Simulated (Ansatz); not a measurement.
**AlSiH (triplet): from Hartree-Fock to the top rungs, def2-TZVPP**

The task here is to estimate one member of a computed series from the others.

Computed with Ansatz 0.2.0, Gaussian basis. Level: def2-TZVPP, core rule «outside noble gas», up to 10 orbitals frozen.

Plan: UHF; ROHF; CCSD(T) on UHF.

2 further runs of the same task are left out: 2 set aside as unsound or not needed.

**The system**

The geometry is a PBE0/def2-TZVP stationary point (not a proven minimum) of the parent state, kept for this charge and spin.

3 atoms, charge 0, spin multiplicity 3.

Atoms are counted from 1 here; the program's logs count them from 0.

Bond lengths: Si1–Al2 2.354 Å, Al2–H3 1.595 Å. Angles: Si1–Al2–H3 180.0°.

The first run:

File in.yaml:

```yaml
crystal:
  periodic: [false, false, false]
  atoms:
    - {symbol: Si, position_ang: [0.000000, 0.000000, 2.100805]}
    - {symbol: Al, position_ang: [0.000000, 0.000000, -0.252999]}
    - {symbol: H, position_ang: [0.000000, 0.000000, -1.847805]}
basis:
  gaussian: {orbitals: def2-TZVPP}
magnetization: {spin_polarized: true, initial_magnetization: 2}
hamiltonian: {xc: hf}
output: {orbitals: {seedname: orbitals}}
```

The run is started by

```console
> ansatz run in.yaml --threads 1 --pin off --events-out ev --progress --plain --max-ram 2560MiB --backend cpu
```

Among the steps run: UHF; ROHF; CCSD(T) on UHF.

One table of the session follows, with a row left open; its other results are not shown here.

| method | from UCCSD(T) (kJ/mol) |
| --- | --- |
| ROHF | +488.6 |
| UHF | +476.4 |
| UMP2 | +105.0 |
| UCCSD | ? |
| UCCSD(T) | 0 |

**Question.** Estimate the row for UCCSD.

As computed: from UCCSD(T) (kJ/mol): +24.0. In the column «from UCCSD(T) (kJ/mol)» it lies between UCCSD(T) (0) and UMP2 (+105.0).
